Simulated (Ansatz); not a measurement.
## Changing the shape of F₂, singlet

Computed with Ansatz's Gaussian-basis code (development build). Basis cc-pVDZ, nonrelativistic, 2 orbitals frozen in the corrections; active space CAS(14,8). Restricted Hartree–Fock, then the lowest state-specific CASSCF solution met for each case. Single-reference values can break down or jump between states where bonds are stretched. Unlike active orbitals can shift such differences by tenths of an eV, at times by over 1 eV.

Case A: bond length 1.3765 Å.

Case B: bond length 1.2663 Å.

Case C: bond length 1.4866 Å. A bond is stretched, to 1.30 times the sum of the covalent radii.

Energy less that of case A, in eV:

| case | RHF/ROHF | CASSCF |
| --- | --- | --- |
| B | +0.170 | +0.635 |
| C | +0.343 | -0.183 |

Question: Give the SC-NEVPT2 energies against case A.

Answer: B: +0.504 eV (11.6 kcal/mol); C: -0.017 eV (-0.4 kcal/mol).
